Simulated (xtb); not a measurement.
xtb input (GFN2-xTB):

```bash
xtb mol.xyz --gfn 2 --sp --chrg 1 --uhf 0
```
mol.xyz:
```
5

O      0.13599357     0.55950266    -0.34160035
O     -0.15958912    -0.65619836     0.39793467
H      1.05373037     0.81572862    -0.07966861
H     -0.34774107    -1.27257644    -0.34513535
H     -0.51722487     1.23041339    -0.02587059
```

Output:

```
           -------------------------------------------------
          |                Calculation Setup                |
           -------------------------------------------------

           -------------------------------------------------
          |                 G F N 2 - x T B                 |
           -------------------------------------------------

        Reference                      10.1021/acs.jctc.8b01176
      * Hamiltonian:
        H0-scaling (s, p, d)           1.850000    2.230000    2.230000
        zeta-weighting                 0.500000
      * Dispersion:
        s8                             2.700000
        a1                             0.520000
        a2                             5.000000
        s9                             5.000000
      * Repulsion:
        kExp                           1.500000    1.000000
        rExp                           1.000000
      * Coulomb:
        alpha                          2.000000
        third order                    shell-resolved
        anisotropic                    true
        a3                             3.000000
        a5                             4.000000
        cn-shift                       1.200000
        cn-exp                         4.000000
        max-rad                        5.000000

          ...................................................
          :                      SETUP                      :
          :.................................................:
          :  # basis functions                  11          :
          :  # atomic orbitals                  11          :
          :  # shells                            7          :
          :  # electrons                        14          :
          :  max. iterations                   250          :
          :  Hamiltonian                  GFN2-xTB          :
          :  restarted?                      false          :
          :  GBSA solvation                  false          :
          :  PC potential                    false          :
          :  electronic temp.          300.0000000     K    :
          :  accuracy                    1.0000000          :
          :  -> integral cutoff          0.2500000E+02      :
          :  -> integral neglect         0.1000000E-07      :
          :  -> SCF convergence          0.1000000E-05 Eh   :
          :  -> wf. convergence          0.1000000E-03 e    :
          :  Broyden damping             0.4000000          :
          :  net charge                          1          :
          :  unpaired electrons                  0          :
          ...................................................

 iter      E             dE          RMSdq      gap      omega  full diag
   1     -9.0719496 -0.907195E+01  0.486E+00    7.61       0.0  T
   2     -9.0870853 -0.151357E-01  0.280E+00    6.96       1.0  T
   3     -9.0878816 -0.796282E-03  0.100E+00    6.78       1.0  T
   4     -9.0880289 -0.147301E-03  0.150E-01    6.85       1.0  T
   5     -9.0880475 -0.186461E-04  0.599E-02    6.86       1.0  T
   6     -9.0880516 -0.405286E-05  0.295E-02    6.87       1.5  T
   7     -9.0880530 -0.141655E-05  0.837E-03    6.87       5.3  T
   8     -9.0880530 -0.757366E-07  0.215E-03    6.87      20.8  T
   9     -9.0880531 -0.331249E-08  0.854E-04    6.87      52.4  T
  10     -9.0880531 -0.296053E-09  0.537E-05    6.87     832.6  T

   *** convergence criteria satisfied after 10 iterations ***

         #    Occupation            Energy/Eh            Energy/eV
      -------------------------------------------------------------
         1        2.0000           -1.0589212             -28.8147
         2        2.0000           -0.9966673             -27.1207
         3        2.0000           -0.9513891             -25.8886
         4        2.0000           -0.9138074             -24.8660
         5        2.0000           -0.9000943             -24.4928
         6        2.0000           -0.7999407             -21.7675
         7        2.0000           -0.7519015             -20.4603 (HOMO)
         8                         -0.4995143             -13.5925 (LUMO)
         9                         -0.2738852              -7.4528
        10                         -0.1275614              -3.4711
        11                         -0.1061424              -2.8883
      -------------------------------------------------------------
                  HL-Gap            0.2523872 Eh            6.8678 eV
             Fermi-level           -0.6257079 Eh          -17.0264 eV

 SCC (total)                   0 d,  0 h,  0 min,  0.003 sec
 SCC setup                      ...        0 min,  0.000 sec (  3.250%)
 Dispersion                     ...        0 min,  0.000 sec (  1.051%)
 classical contributions        ...        0 min,  0.000 sec (  0.556%)
 integral evaluation            ...        0 min,  0.000 sec (  8.883%)
 iterations                     ...        0 min,  0.002 sec ( 60.607%)
 molecular gradient             ...        0 min,  0.001 sec ( 20.547%)
 printout                       ...        0 min,  0.000 sec (  4.574%)

         :::::::::::::::::::::::::::::::::::::::::::::::::::::
         ::                     SUMMARY                     ::
         :::::::::::::::::::::::::::::::::::::::::::::::::::::
         :: total energy              -9.047924821544 Eh    ::
         :: gradient norm              0.035693344567 Eh/a0 ::
         :: HOMO-LUMO gap              6.867805408997 eV    ::
         ::.................................................::
         :: SCC energy                -9.088053041208 Eh    ::
         :: -> isotropic ES            0.143004698911 Eh    ::
         :: -> anisotropic ES          0.000309521674 Eh    ::
         :: -> anisotropic XC         -0.006178734062 Eh    ::
         :: -> dispersion             -0.000467582400 Eh    ::
         :: repulsion energy           0.040128219663 Eh    ::
         :: add. restraining           0.000000000000 Eh    ::
         :: total charge               1.000000000000 e     ::
         :::::::::::::::::::::::::::::::::::::::::::::::::::::

           -------------------------------------------------
          |                Property Printout                |
           -------------------------------------------------

    * Orbital Energies and Occupations

         #    Occupation            Energy/Eh            Energy/eV
      -------------------------------------------------------------
         1        2.0000           -1.0589212             -28.8147
         2        2.0000           -0.9966673             -27.1207
         3        2.0000           -0.9513891             -25.8886
         4        2.0000           -0.9138074             -24.8660
         5        2.0000           -0.9000943             -24.4928
         6        2.0000           -0.7999407             -21.7675
         7        2.0000           -0.7519015             -20.4603 (HOMO)
         8                         -0.4995143             -13.5925 (LUMO)
         9                         -0.2738852              -7.4528
        10                         -0.1275614              -3.4711
        11                         -0.1061424              -2.8883
      -------------------------------------------------------------
                  HL-Gap            0.2523872 Eh            6.8678 eV
             Fermi-level           -0.6257079 Eh          -17.0264 eV

     #   Z          covCN         q      C6AA      α(0)
     1   8 O        2.509    -0.096    15.746     5.359
     2   8 O        1.708    -0.201    17.354     5.625
     3   1 H        0.802     0.444     0.411     1.007
     4   1 H        0.802     0.408     0.470     1.076
     5   1 H        0.802     0.444     0.411     1.007
Note: The following floating-point exceptions are signalling: IEEE_DENORMAL
normal termination of xtb

 Mol. C6AA /au·bohr⁶  :        101.448572
 Mol. C8AA /au·bohr⁸  :       1872.648242
 Mol. α(0) /au        :         14.074983

Wiberg/Mayer (AO) data.
largest (>0.10) Wiberg bond orders for each atom

 ---------------------------------------------------------------------------
     #   Z sym  total        # sym  WBO       # sym  WBO       # sym  WBO
 ---------------------------------------------------------------------------
     1   8 O    2.559 --     2 O    0.965     3 H    0.797     5 H    0.797
     2   8 O    1.802 --     1 O    0.965     4 H    0.829
     3   1 H    0.803 --     1 O    0.797
     4   1 H    0.833 --     2 O    0.829
     5   1 H    0.803 --     1 O    0.797
 ---------------------------------------------------------------------------

Topologies differ in total number of bonds
Writing topology from bond orders to xtbtopo.mol

molecular dipole:
                 x           y           z       tot (Debye)
 q only:        0.218       0.884      -0.445
   full:        0.252       1.018      -0.500       2.953
molecular quadrupole (traceless):
                xx          xy          yy          xz          yz          zz
 q only:       -0.379       1.347       4.219       0.187       1.110      -3.840
  q+dip:        0.350       1.222       4.300       0.530       2.614      -4.650
   full:       -0.086       1.455       4.756       0.411       2.100      -4.670

           -------------------------------------------------
          | TOTAL ENERGY               -9.047924821544 Eh   |
          | GRADIENT NORM               0.035693344567 Eh/α |
          | HOMO-LUMO GAP               6.867805408997 eV   |
           -------------------------------------------------

------------------------------------------------------------------------
------------------------------------------------------------------------
 total:
 SCF:
```

It need not be the lowest isomer of its formula.
